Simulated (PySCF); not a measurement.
## Fractional electron number in Li (lithium, neutral)

The 2s alpha orbital of [He] 2s1 is emptied in steps (occupation f), with all orbitals relaxed, ending at 1s2. Computed with PySCF 2.14 in def2-TZVPPD, with the non-relativistic Hamiltonian (point nucleus). The exact energy is a straight line in f; departures are measured from the line between the end points of the same method.

```
   f  UHF (eV)  LDA (eV)  PBE (eV)  PBE0 (eV)  LC-wPBE (eV)  BHandHLYP (eV)  MN15 (eV)  TPSS (eV)
   1     0.000     0.000     0.000      0.000         0.000           0.000      0.000      0.000
0.75     0.000    -0.427    -0.439     -0.320         0.007          -0.236     -0.344     -0.427
 0.5     0.000    -0.549    -0.571     -0.413         0.015          -0.310     -0.429     -0.551
0.25     0.000    -0.379    -0.407     -0.290         0.015          -0.226     -0.274     -0.392
   0     0.000     0.000     0.000      0.000         0.000           0.000      0.000      0.000
```

```csv
method,E(f=0) − E(f=1) (eV),−ε at f=1 (eV),−ε at f=0.5 (eV)
UHF,5.342,5.343,5.342
LDA,5.471,3.162,5.584
PBE,5.586,3.220,5.665
PBE0,5.569,3.827,5.644
LC-wPBE,5.578,5.601,5.601
BHandHLYP,5.514,4.243,5.539
MN15,5.103,3.212,5.275
TPSS,5.502,3.193,5.594
```

Orbital energy along the path (eV):

```tsv
f	UHF	LDA	PBE	PBE0	LC-wPBE	BHandHLYP	MN15	TPSS
1	-5.343	-3.162	-3.220	-3.827	-5.601	-4.243	-3.212	-3.193
0.75	-5.342	-4.371	-4.445	-4.747	-5.611	-4.894	-4.246	-4.402
0.5	-5.342	-5.584	-5.665	-5.644	-5.601	-5.539	-5.275	-5.594
0.25	-5.341	-6.687	-6.791	-6.449	-5.555	-6.154	-6.112	-6.655
0	-5.341	-6.510	-6.758	-6.329	-5.479	-6.515	-5.442	-6.720
```

As f goes to zero the orbital energy of a semilocal functional can turn back, because the density of that orbital vanishes from the exchange-correlation potential.

Reference removal energy between the ground levels: 5.392 eV (measured; NIST Atomic Spectra Database, ionization energies). UHF lacks correlation.
